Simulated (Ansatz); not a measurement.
# SiNHO (quintet): the correlation ladder, cc-pVDZ

An exercise on one series of results from a longer session: the logs are not shown, and one member is left open.

Program: Ansatz 0.2.0, Gaussian basis. Level of theory: cc-pVDZ, core rule «outside noble gas», up to 7 orbitals frozen. These are calculated values, not measurements.

To be run: UHF; CCSD(T) on ROHF; CCSD(T) on UHF; BCCD(T) on ROHF; CISD; CCSDT(Q) on ROHF; CCSDT(Q) on UHF; CASSCF and NEVPT2, 16 electrons in 13 orbitals.

6 further runs of the same task are left out: 6 set aside as unsound or not needed.

### What is computed

The geometry is a PBE0/def2-TZVP stationary point (not a proven minimum) of the parent state, kept for this charge and spin.

4 atoms, charge 0, spin multiplicity 5.

Atoms are counted from 1 here; the program's logs count them from 0.

Bond lengths: O1–N2 1.340 Å, O1–H4 0.970 Å, N2–Si3 1.779 Å. Angles: N2–O1–H4 105.4°, O1–N2–Si3 115.0°.

Geometry (Å):

```xyz
4
charge 0, multiplicity 5
O     0.0000    0.3374    1.4692
N     0.0000   -0.5730    0.4857
Si    0.0000    0.0998   -1.1615
H     0.0000   -0.1738    2.2941
```

The first run:

Contents of in.yaml:

```yaml
crystal:
  periodic: [false, false, false]
  atoms:
    - {symbol: O, position_ang: [0.000000, 0.337434, 1.469190]}
    - {symbol: N, position_ang: [0.000000, -0.573001, 0.485749]}
    - {symbol: Si, position_ang: [0.000000, 0.099776, -1.161533]}
    - {symbol: H, position_ang: [0.000000, -0.173786, 2.294129]}
basis:
  gaussian: {orbitals: cc-pVDZ}
magnetization: {spin_polarized: true, initial_magnetization: 4}
hamiltonian: {xc: hf}
output: {orbitals: {seedname: orbitals}}
```

Run with:

```sh
> ansatz run in.yaml --threads 1 --pin off --events-out ev --progress --plain --max-ram 4096MiB --backend cpu
```

Among the steps run: UHF; CCSD(T) on ROHF; CCSD(T) on UHF; BCCD(T) on ROHF; CISD; CCSDT(Q) on ROHF; CCSDT(Q) on UHF; CASSCF and NEVPT2, 16 electrons in 13 orbitals.

One of the session's tables, all rows but one given; the rest of the session is left out.

| method | from UCCSDT(Q) (meV) |
| --- | --- |
| ROHF | +11438.6 |
| UHF | +11190.0 |
| RMP2 | +1336.4 |
| UMP2 | +1307.8 |
| CISD | +1608.5 |
| RCCSD | +454.0 |
| UCCSD | +434.7 |
| RCCSD(T) | +77.5 |
| UCCSD(T) | +77.1 |
| BCCD(T) | +73.5 |
| RCCSDT | +43.8 |
| UCCSDT | +41.3 |
| RCCSDT(Q) | +5.1 |
| UCCSDT(Q) | 0 |
| CASSCF valence | +8451.1 |
| NEVPT2 valence | ? |

Estimate the missing values for NEVPT2 valence.

As computed: from UCCSDT(Q) (meV): +1537.0. In the column «from UCCSDT(Q) (meV)» it lies between RMP2 (+1336.4) and CISD (+1608.5).

Some runs used a GPU and others CPU threads alone; cost is compared among the CPU runs only.

Among the levels timed on like hardware, those that no quicker one beats, quickest first: UCCSD(T) (3.6 s, +77.1 meV); BCCD(T) (5.5 s, +73.5 meV).

To keep in mind: Restricted and unrestricted rows rest on different reference determinants; where their highest levels disagree by more than a few hundredths of an eV, they describe different states and don't form one ladder.
